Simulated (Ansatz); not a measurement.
Molecule: HS (charge 0, doublet). 
Coordinates optimised at B3LYP-D3(BJ)/def2-TZVP (Ansatz, a first-principles code):
```
S
H 1 1.3473
```
Charge 0, spin multiplicity 2.

Wanted: vertical electron affinity (to the singlet state of charge -1; a negative value means that the extra electron is unbound and the number depends on the basis; each state is the SCF solution reached for its spin), in eV. Correlated levels leave the core frozen unless marked. Open shells are spin-unrestricted. No spin-orbit coupling. Non-relativistic. Anions need diffuse functions: aug- sets have them; def2-D sets add few. CBS marks a two-point X^-3 extrapolation of the correlation energy; Hartree-Fock from the larger set.

CCSD(T)/CBS(aug-cc-pV(T+d)Z,aug-cc-pV(Q+d)Z) (Ansatz) gives 2.36 eV.

Problem. Another calculation gave 2.23 eV. Which level was it?
A. BHLYP/def2-TZVPD (Ansatz)
B. PBE0/def2-TZVPD (Ansatz)
C. SVWN5/def2-TZVPD (Ansatz)

Solution. B, PBE0/def2-TZVPD (Ansatz). The others give 2.08 (BHLYP), 2.59 (SVWN5) eV.
